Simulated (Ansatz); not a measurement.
# C2H7B: small, medium and large basis sets

The task here is to estimate one member of a computed series from the others.

Computed with Ansatz 0.2.0, Gaussian basis. Level: one geometry, several basis sets.

Levels to be run: PBE0-D4/def2-SVP; ωB97M-V/def2-SVP; PBE0-D4/def2-QZVPP; ωB97M-V/def2-QZVPP; CCSD(T)/cc-pV(D+d)Z; CCSD(T)/cc-pV(T+d)Z; CCSD(T)/cc-pV(Q+d)Z; the functionals' def2-TZVPP values are taken from earlier runs.

## The relaxed structure

All runs share one geometry, relaxed beforehand with PBE0-D4 in a triple-zeta def2 set.

10 atoms, charge 0, spin multiplicity 1.

Atoms are counted from 1 here; the program's logs count them from 0.

Bond lengths: B1–C2 1.551 Å, B1–H4 1.200 Å, B1–H5 1.199 Å, C2–C3 1.522 Å, C2–H6 1.102 Å, C2–H7 1.102 Å, C3–H8 1.093 Å, C3–H9 1.093 Å, C3–H10 1.093 Å. Angles: C2–B1–H4 122.2°, C2–B1–H5 119.5°, H4–B1–H5 118.3°, B1–C2–C3 118.3°, B1–C2–H6 106.6°, B1–C2–H7 106.4°, C3–C2–H6 111.1°, C3–C2–H7 111.1°, H6–C2–H7 102.1°, C2–C3–H8 112.2°, C2–C3–H9 111.1°, C2–C3–H10 111.1°, H8–C3–H9 107.6°, H8–C3–H10 107.6°, H9–C3–H10 107.0°.

The first run:

in.yaml

```yaml
crystal:
  periodic: [false, false, false]
  atoms:
    - {symbol: B, position_ang: [-0.923210, 0.854798, -0.729486]}
    - {symbol: C, position_ang: [0.421651, 0.293702, -0.198976]}
    - {symbol: C, position_ang: [0.384679, -0.913562, 0.727584]}
    - {symbol: H, position_ang: [-1.979572, 0.366607, -0.436251]}
    - {symbol: H, position_ang: [-0.919642, 1.807106, -1.458273]}
    - {symbol: H, position_ang: [0.950743, 1.138143, 0.271351]}
    - {symbol: H, position_ang: [1.046765, 0.094146, -1.084459]}
    - {symbol: H, position_ang: [1.384300, -1.226748, 1.039260]}
    - {symbol: H, position_ang: [-0.190330, -0.697610, 1.631363]}
    - {symbol: H, position_ang: [-0.092286, -1.767782, 0.240887]}
basis:
  gaussian: {orbitals: def2-SVP}
hamiltonian: {xc: pbe0, dispersion: d4}
output: {orbitals: {seedname: orbitals}}
```

Run with:

```console
$ ansatz run in.yaml --threads 2 --pin off --events-out ev --progress --plain --max-ram 32768MiB --backend cpu
```

Steps of the session up to this table: PBE0-D4 in def2-SVP; ωB97M-V in def2-SVP; PBE0-D4 in def2-QZVPP; ωB97M-V in def2-QZVPP.

One of the session's tables, all rows but one given; the rest of the session is left out.

| functional | basis | HOMO (eV) |
| --- | --- | --- |
| PBE0-D4 | def2-SVP | -8.77 |
| PBE0-D4 | def2-TZVPP | -8.79 |
| PBE0-D4 | def2-QZVPP | ? |
| ωB97M-V | def2-SVP | -11.08 |
| ωB97M-V | def2-TZVPP | -11.13 |
| ωB97M-V | def2-QZVPP | -11.13 |

Estimate the missing values for PBE0-D4, def2-QZVPP.

As computed: HOMO (eV): -8.80. In the column «HOMO (eV)» it lies between ωB97M-V, def2-SVP (-11.08) and PBE0-D4, def2-TZVPP (-8.79).
